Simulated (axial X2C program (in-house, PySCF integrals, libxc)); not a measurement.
# Photoelectron levels of BF by EOM-IP-CCSD

Calculated with an in-house all-electron X2C program for linear molecules (integrals from PySCF): two-component X2C with atomic mean-field Coulomb and Gaunt terms, Gaussian nuclei, basis F dyall-av3z, B dyall-v3z with contracted cores.

R = 1.264 Å (near the PBE0 minimum at charge 0 of the determinant lowest at the starting distance; the state shown can have its own minimum elsewhere).

Vertical ionisation energies of BF to the states of BF⁺:

```tsv
Ω of BF⁺	vertical IE (eV)	above lowest (cm⁻¹)	ionised spinor	one-hole weight
1/2	11.229	0	50% B sσ, 29% B pσ, 11% F pσ	0.95
3/2	18.282	56887	85% F pπ, 7% B pπ	0.72
1/2	18.309	57103	85% F pπ, 7% B pπ	0.71
1/2	21.280	81066	82% F pσ, 6% B sσ	0.91
```

What is the splitting of the first π pair in the table, and is it regular or inverted?

E(3/2) − E(1/2) = 56887 − 57103 = -216 cm⁻¹ at EOM-IP-CCSD: inverted, Ω = 3/2 lower. Splittings at this level can be off by ten to twenty per cent.

This point took 6.2 s on 1 thread of Intel(R) Xeon(R) Processor @ 2.30GHz, on a shared host.

Reference electrons by ω block (each with its −ω partner): 1/2: 6, 3/2: 1. 10 electrons of BF correlated (inner shells frozen), 94 natural virtual spinors (a truncated set); levels can be off by some tenths of an eV. Roots sought by Ω: (1/2: 4, 3/2: 3, 5/2: 1); rows need 60 % one-particle weight and stop where some Ω has no more roots. Missing are any skipped roots, higher Ω and states of a further excitation; these come out far too high here and may in truth be low or lowest. T1 of the reference 0.015 (Lee–Taylor). Number of frozen shells: F 1 s; B 1 s. Left out with split weight: Ω = 1/2 at 19.56 eV (0.20), Ω = 3/2 at 19.56 eV (0.19).
